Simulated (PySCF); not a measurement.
2-chloroacrylic acid, C3H3ClO2, SMILES C=C(Cl)C(=O)O, point group Cs.

Level: PBE0/pcSseg-1 in PySCF (density fitting, grid level 2); geometry and Hessian at that level, cubic constants and property derivatives from steps of ±0.6 along each species' dimensionless normal coordinates, second-order vibrational perturbation theory. The parent has the commonest isotopes.

Equilibrium geometry (Å):

```tsv
atom	x	y	z
C1	-1.3882	-0.4160	-0.0685
C2	-0.4749	0.5272	0.1367
Cl3	-0.9074	2.1469	0.5575
C4	0.9952	0.2914	0.0276
O5	1.8397	1.1236	0.2088
O6	1.2704	-0.9816	-0.3024
H7	-2.4495	-0.2043	0.0210
H8	-1.0700	-1.4204	-0.3311
H9	2.2389	-1.0427	-0.3502
```

Problem. Give the equilibrium and ground-state rotational constants (MHz) of parent; ²H at 9.

Solution. 
```csv
species,Ae,Be,Ce,A0,B0,C0,Δ0 (u Å²),harmonic ZPE (cm⁻¹)
parent,4950.4,2368.9,1602.2,4920.6,2356.3,1594.1,-0.157,12842
²H at 9,4948.5,2281.5,1561.5,4918.8,2269.4,1553.7,-0.165,12088
```

Δ0 = Ic − Ia − Ib from the ground-state constants.

Problem. How is the parent's vibrational correction B0 − Be made up?

Solution. 
| axis | harmonic | Coriolis | cubic | total (MHz) |
| --- | --- | --- | --- | --- |
| a | 5.19 | -11 | -24 | -29.8 |
| b | 2.3 | -2.26 | -12.6 | -12.6 |
| c | 0.489 | -0.288 | -8.3 | -8.1 |

Problem. And its quartic centrifugal distortion constants from the harmonic force field?

Solution. Asymmetric top, A reduction, Ir representation: ΔJ = 0.269 kHz, ΔJK = -0.0599 kHz, ΔK = 1.06 kHz, δJ = 0.0944 kHz, δK = 0.552 kHz.

Problem. Which nuclear quadrupole couplings χaa, χbb, χcc (MHz) does the parent show, at equilibrium and averaged?

Solution. 35Cl at 3: -48.0, 13.6, 34.3 and -47.6, 13.5, 34.1.

A mode lies under 250 cm⁻¹, where this perturbation treatment is rough. Internal rotors are held in one well.
